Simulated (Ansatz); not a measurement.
# AlSiH₄+ (singlet): from Hartree-Fock to the top rungs, cc-pVDZ

One table from this session's results is given with a row withheld; the runs are named, their logs left out.

The runs use Ansatz 0.2.0, Gaussian basis; cc-pVDZ, core rule «outside noble gas», up to 10 orbitals frozen.

To be run: UHF; CCSD(T) on RHF; BCCD(T) on RHF; CISD; CCSDT(Q) on RHF; CASSCF and MRCISD+Q, 8 electrons in 8 orbitals; CASSCF and NEVPT4(SD), 8 electrons in 8 orbitals; CASSCF and NEVPT2, 8 electrons in 8 orbitals.

15 further runs of the same task are left out: 4 that didn't finish, 11 set aside as unsound or not needed. Runs told in other sessions of the task aren't counted.

**The system**

The geometry is a PBE0/def2-TZVP stationary point (not a proven minimum) of the parent state, kept for this charge and spin.

6 atoms, charge 1, spin multiplicity 1.

Atoms are counted from 1 here; the program's logs count them from 0.

Bond lengths: Si1–Al2 2.477 Å, Si1–H3 1.492 Å, Si1–H4 1.492 Å, Si1–H5 1.492 Å, Al2–H6 1.605 Å. Angles: Al2–Si1–H3 115.7°, Al2–Si1–H4 109.2°, Al2–Si1–H5 109.2°, H3–Si1–H4 107.7°, H3–Si1–H5 107.7°, H4–Si1–H5 107.0°, Si1–Al2–H6 120.9°.

Coordinates:

```xyz
6
AlH4Si
Si    0.0000    0.0493    1.1585
Al    0.0000   -0.1012   -1.3138
H     0.0000    1.4304    1.7233
H     1.1989   -0.6588    1.6941
H    -1.1989   -0.6588    1.6941
H     0.0000    1.2225   -2.2207
```

The first run:

in.yaml

```yaml
crystal:
  periodic: [false, false, false]
  atoms:
    - {symbol: Si, position_ang: [0.000000, 0.049312, 1.158451]}
    - {symbol: Al, position_ang: [0.000000, -0.101211, -1.313837]}
    - {symbol: H, position_ang: [0.000000, 1.430438, 1.723316]}
    - {symbol: H, position_ang: [1.198904, -0.658842, 1.694066]}
    - {symbol: H, position_ang: [-1.198904, -0.658842, 1.694066]}
    - {symbol: H, position_ang: [0.000000, 1.222494, -2.220719]}
basis:
  gaussian: {orbitals: cc-pVDZ}
total_charge: 1
magnetization: {spin_polarized: true, initial_magnetization: 0}
hamiltonian: {xc: hf}
output: {orbitals: {seedname: orbitals}}
```

The run is started by

```
$ ansatz run in.yaml --threads 1 --pin off --events-out ev --progress --plain --max-ram 2393MiB
```

Among the steps run: UHF; CCSD(T) on RHF; BCCD(T) on RHF; CISD; CCSDT(Q) on RHF; CASSCF and MRCISD+Q, 8 electrons in 8 orbitals; CASSCF and NEVPT4(SD), 8 electrons in 8 orbitals; CASSCF and NEVPT2, 8 electrons in 8 orbitals.

One of the session's tables, all rows but one given; the rest of the session is left out.

| method | from RCCSDT(Q) (kJ/mol) |
| --- | --- |
| RHF | +514.7 |
| RMP2 | +123.8 |
| CISD | +55.2 |
| RCCSD | +15.6 |
| RCCSD(T) | +3.5 |
| BCCD(T) | +3.5 |
| RCCSDT | +0.5 |
| RCCSDT(Q) | 0 |
| CASSCF frontier | +351.6 |
| NEVPT2 frontier | +114.6 |
| NEVPT4(SD) frontier | ? |

Q: Estimate the row for NEVPT4(SD) frontier from the others.

The run gave: from RCCSDT(Q) (kJ/mol): +21.0. In the column «from RCCSDT(Q) (kJ/mol)» it lies between RCCSD (+15.6) and CISD (+55.2).

Not comparable, so not listed: CASSCF and MRCISD+Q, 8 electrons in 8 orbitals (they don't share determinant, frozen orbitals or solution with the rows shown, or repeat one).

Caveats from the session: Warnings in the runs' records: passed over end.
